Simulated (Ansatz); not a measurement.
Results of PBE-D3(BJ) (PAW; Ansatz, a quantum-chemistry and plane-wave program) for 2H MoS2.

Settings: plane-wave cutoff 500 eV, 18×18×4 k mesh (along the axes of the cell as run), Fermi–Dirac smearing 0.05 eV, no spin polarisation, scalar-relativistic PAW data made under PBE.

Cell (relaxed at this level):

```xyz
6
Lattice="3.1493 0.0000 0.0000 -1.5746 2.7274 0.0000 0.0000 0.0000 12.0898" Properties=species:S:1:pos:R:3 pbc="T T T"
Mo     1.5746     0.9091     3.0225
Mo     0.0000     1.8182     9.0674
S      1.5746     0.9091     7.5015
S      0.0000     1.8182     4.5883
S      0.0000     1.8182     1.4566
S      1.5746     0.9091    10.6332
```

Problem. Predict the band gap.

Solution. 
- band gap = 0.78 eV (on the SCF k mesh)

Measured, for comparison: band gap 1.23 eV (room temperature, no zero-point or thermal correction, bulk 2H, our sources range from 1.23 to 1.29; as tabulated in Bastos et al. (2019), arXiv:1903.08112).

Spin–orbit coupling is not included.

Static lattice: no zero-point or thermal effects.

Computing time: about 4 core-minutes (a rough figure).
